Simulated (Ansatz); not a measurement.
# HB–N–C, quartet: reading a ladder of total energies

Geometry: a PBE0/def2-TZVP stationary point for this spin, not checked as a minimum. The doublet lies 2.8 eV lower here.

```yaml
atoms:
  - { symbol: B, position_ang: [0.0000, 0.0000, 0.6596] }
  - { symbol: N, position_ang: [0.0000, 0.0000, -0.6177] }
  - { symbol: C, position_ang: [0.0000, 0.0000, -1.8708] }
  - { symbol: H, position_ang: [0.0000, 0.0000, 1.8289] }
```

Basis cc-pVDZ; Ansatz 0.2.0. Correlated methods freeze the noble-gas cores, which leaves 13 electrons in 44 orbitals. R marks a restricted (for open shells ROHF) determinant, U an unrestricted one.

Full CI isn't at hand for all of this; UCCSDT(Q) serves as the reference, and is uncertain by about the last step of the cluster series.

Unrestricted rows (U) aren't spin-pure: their determinants' ⟨S²⟩ exceeds S(S+1) by up to 0.17, so they mix in states of higher spin.

Runs differ by some tens of microhartree through their thresholds and, for an open shell, their frozen cores, so steps under 0.03 kcal/mol mean nothing.

```csv
level,total energy (hartree)
UHF,-117.427120
UMP2,-117.707961
UCCSD,-117.737880
UCCSD(T),-117.749613
UCCSDT,-117.750997
UCCSDT(Q),-117.752179
```

**Question.** What is the correlation energy at UCCSDT(Q), and what share of it do UMP2 and UCCSD(T) recover?

**Answer.** E(corr) = -117.752179 − (-117.427120) = -0.325059 hartree = -8.845 eV. UMP2: -0.280841 / -0.325059 = 86.40 %. UCCSD(T): -0.322493 / -0.325059 = 99.21 %.

**Question.** By how many kcal/mol does UCCSD(T) miss UCCSDT(Q) (1 hartree = 627.509 kcal/mol), and which steps make up the rest?

**Answer.** -117.749613 − (-117.752179) = 0.002566 hartree = 1.61 kcal/mol. Steps: UCCSDT − UCCSD(T) = -0.87, UCCSDT(Q) − UCCSDT = -0.74 kcal/mol. Differences between like states or geometries often cancel part of this.
